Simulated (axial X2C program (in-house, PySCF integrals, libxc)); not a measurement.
# CS: cheaper levels and CCSD(T), with spin–orbit coupling

All values were computed with an axial X2C code built on PySCF integrals. Two-component (2c) means X2C with spin–orbit coupling and atomic mean-field two-electron Coulomb and Gaunt terms. Basis: S dyall-av4z [10s9p4d3f2g], C dyall-v4z [8s7p3d2f1g] (cores contracted in-house); Gaussian nuclei, density fitting, unrestricted open shells. Masses: S 31.972 u, C 12.000 u.

State: Ω = 0 (closed shell); fragments S + C.

```
  level  Re (Å)  ωe (cm⁻¹)  De (eV)
   PBE0   1.530     1327.9     7.25
     HF   1.511     1420.9     4.19
    MP2   1.537     1302.4     7.58
   CCSD   1.531     1331.7     6.85
r2SCAN0   1.524     1349.3     6.88
  B97-3   1.530     1323.6     7.34
   BLYP   1.549     1239.1     7.44
```

Correlated methods: 10 electrons correlated (number of frozen shells: S 2 s, 1 p; C 1 s), 288 virtual spin orbitals or spinors in MP2, 150 natural virtuals in coupled cluster.

CCSD(T), same Hamiltonian and basis:

Re = 1.543 Å, ωe = 1277.1 cm⁻¹, De = 7.25 eV; T1 = 0.024 (Lee–Taylor normalisation).

Task: Give the differences from CCSD(T) in the columns below.

Result: 

```json
{"level": "PBE0", "ΔRe (Å)": "-0.013", "Δωe (cm⁻¹)": "51", "ΔDe (eV)": "0.00"}
{"level": "HF", "ΔRe (Å)": "-0.032", "Δωe (cm⁻¹)": "144", "ΔDe (eV)": "-3.06"}
{"level": "MP2", "ΔRe (Å)": "-0.006", "Δωe (cm⁻¹)": "25", "ΔDe (eV)": "0.33"}
{"level": "CCSD", "ΔRe (Å)": "-0.012", "Δωe (cm⁻¹)": "55", "ΔDe (eV)": "-0.40"}
{"level": "r2SCAN0", "ΔRe (Å)": "-0.019", "Δωe (cm⁻¹)": "72", "ΔDe (eV)": "-0.37"}
{"level": "B97-3", "ΔRe (Å)": "-0.013", "Δωe (cm⁻¹)": "46", "ΔDe (eV)": "0.09"}
{"level": "BLYP", "ΔRe (Å)": "0.006", "Δωe (cm⁻¹)": "-38", "ΔDe (eV)": "0.19"}
```

The state is a single determinant with fixed occupations, the lowest that a limited PBE0 search found. The closed shell is kept restricted, so the energy runs too high when the bond is stretched far. Dissociation energies refer to the lowest single-determinant-based atoms at the same level and basis. CCSD and (T) use frozen natural virtuals with an MP2 correction for the truncation; (T) itself is uncorrected, so its De runs slightly low. A 2c atom that is not at its ground J level misses part of its spin–orbit lowering, and De is too large by that part (0.04 eV or less for light atoms). This holds for PBE0, MP2, CCSD, r2SCAN0, B97-3, BLYP, CCSD(T). The functionals have no current-density term, which raises determinants with orbital currents, atoms included. Some points did not converge and are left out. The stretched end of a curve changes character and is left out.
